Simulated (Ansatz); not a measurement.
hcp Hf was calculated with r²SCAN (plane waves, PAW; Ansatz, a program for electronic structure).

Settings: plane-wave cutoff 600 eV, 18×18×8 k mesh (along the axes of the cell as run), Fermi–Dirac smearing 0.1 eV, finite displacements, scalar-relativistic PAW data made under PBE.

The cell has the measured lattice parameters. Conventional cell: a = 3.1942 Å, b = 3.1942 Å, c = 5.0512 Å, α = 90.00°, β = 90.00°, γ = 120.00°.

Harmonic phonon frequencies (cm⁻¹; i marks an imaginary mode):

| q point | frequencies |
|---|---|
| Γ | 0 0 0 84 84 99 |
| M | ___ |
| A | 60 60 60 60 109 109 |
| L | 103 103 104 104 155 155 |

Task: Complete the blanks.

Result: 
- M, frequencies: 68 74 121 126 132 139

No imaginary mode appears at these points.

Note: the cell isn't this level's own, so it is under some stress, which shifts stiffness and frequencies.
